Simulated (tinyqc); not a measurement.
Worked calculation: ROHF in the sto-3g basis, for LiH, spin multiplicity 3. One step of it, computed by the program tinyqc.

Task: Iteration 2: Roothaan effective Fock matrix. With projectors Pc = D(beta) S, Po = (D(alpha) - D(beta)) S, Pv = 1 - D(alpha) S, the block xy is Px^T F Py; with Fc = (F(alpha) + F(beta))/2, the blocks are Fc for cc, oo, vv and cv, F(beta) for co and F(alpha) for ov.

F(alpha) (hartree), lower triangle:
```
            1Li 1s     1Li 2s   1Li 2px   1Li 2py    1Li 2pz      2H 1s
1Li 1s   -2.346123
1Li 2s   -0.628626  -0.351708
1Li 2px   0.000000   0.000000  0.137489
1Li 2py   0.000000   0.000000  0.000000  0.137489
1Li 2pz  -0.005282  -0.016770  0.000000  0.000000   0.024660
2H 1s    -0.033546  -0.175391  0.000000  0.000000  -0.260237  -0.491023
```

F(beta) (hartree), lower triangle:
```
            1Li 1s     1Li 2s   1Li 2px   1Li 2py    1Li 2pz     2H 1s
1Li 1s   -2.314760
1Li 2s   -0.635440  -0.071811
1Li 2px   0.000000   0.000000  0.201230
1Li 2py   0.000000   0.000000  0.000000  0.201230
1Li 2pz  -0.004501  -0.028421  0.000000  0.000000   0.192463
2H 1s    -0.032824  -0.043400  0.000000  0.000000  -0.040029  0.206182
```

D(alpha) after iteration 1, lower triangle:
```
            1Li 1s     1Li 2s   1Li 2px   1Li 2py   1Li 2pz     2H 1s
1Li 1s    1.061129
1Li 2s   -0.255658   1.071752
1Li 2px   0.000000   0.000000  0.000000
1Li 2py   0.000000   0.000000  0.000000  0.000000
1Li 2pz   0.038169  -0.146228  0.000000  0.000000  0.086964
2H 1s     0.018929  -0.130614  0.000000  0.000000  0.246839  0.799143
```

D(beta) after iteration 1, lower triangle:
```
            1Li 1s     1Li 2s   1Li 2px   1Li 2py    1Li 2pz     2H 1s
1Li 1s    0.984478
1Li 2s    0.030458   0.000942
1Li 2px   0.000000   0.000000  0.000000
1Li 2py   0.000000   0.000000  0.000000  0.000000
1Li 2pz   0.002749   0.000085  0.000000  0.000000   0.000008
2H 1s    -0.003375  -0.000104  0.000000  0.000000  -0.000009  0.000012
```

overlap S, lower triangle:
```
           1Li 1s    1Li 2s   1Li 2px   1Li 2py   1Li 2pz     2H 1s
1Li 1s   1.000000
1Li 2s   0.241137  1.000000
1Li 2px  0.000000  0.000000  1.000000
1Li 2py  0.000000  0.000000  0.000000  1.000000
1Li 2pz  0.000000  0.000000  0.000000  0.000000  1.000000
2H 1s    0.011360  0.220805  0.000000  0.000000  0.327258  1.000000
```

Give: effective F.

Result:

effective F (hartree), lower triangle:
```
          1Li 1s   1Li 2s  1Li 2px  1Li 2py  1Li 2pz    2H 1s
1Li 1s   -2.3302
1Li 2s   -0.6355  -0.2104
1Li 2px   0.0000   0.0000   0.1694
1Li 2py   0.0000   0.0000   0.0000   0.1694
1Li 2pz  -0.0042  -0.0030   0.0000   0.0000   0.1743
2H 1s    -0.0326  -0.1080   0.0000   0.0000  -0.1000  -0.1774
```
